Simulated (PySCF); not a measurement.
C4H7ClO.
Atom-mapped SMILES: `[CH3:1][CH2:2][CH2:3][C:4](=[O:5])[Cl:6]` (hydrogens: H7, H8, H9 on C1; H10, H11 on C2; H12, H13 on C3)

Torsions of this conformer, `[CH3:1][CH2:2][CH2:3][C:4](=[O:5])[Cl:6]`: C1–C2–C3–C4 180°, C2–C3–C4–O5 0°.

The closed-shell ground state was solved at several levels (PySCF, density fitting, gas phase, non-relativistic). Isolated species at its PBE0-D3(BJ)/def2-SVP geometry (one conformer only).

| level | basis functions | HOMO (eV) | LUMO (eV) | gap (eV) | dipole (D) |
| --- | --- | --- | --- | --- | --- |
| PBE0/6-311+G(2d,p) | 212 | -8.54 | -1.02 | 7.52 | 3.03 |
| PBE0/6-31G* | 102 | -8.34 | -0.69 | 7.65 | 3.00 |
| PBE0/def2-SVP | 123 | -8.38 | -0.74 | 7.64 | 2.83 |
| PBE0/STO-3G | 41 | -6.01 | 1.80 | 7.81 | 2.79 |
| PBE0/6-31G | 72 | -8.46 | -0.95 | 7.51 | 3.30 |

Estimate the row for PBE0/def2-TZVP, a basis of 234 functions; the other rows only guide the guess.

HOMO -8.47 eV, LUMO -0.93 eV, gap 7.54 eV, dipole 2.97 D.

How much does the basis alone move the frontier levels among the 6 PBE0 rows (the withheld one included)?

The HOMO by 2.53 eV and the LUMO by 2.82 eV. By rising basis size (HOMO, LUMO in eV): STO-3G -6.01, 1.80; 6-31G -8.46, -0.95; 6-31G* -8.34, -0.69; def2-SVP -8.38, -0.74; 6-311+G(2d,p) -8.54, -1.02; def2-TZVP -8.47, -0.93.

How far do the dipole and the HOMO energy spread over the levels?

The dipole runs from 2.79 to 3.30 D (mean 2.99 D) and the HOMO from -8.54 to -6.01 eV.
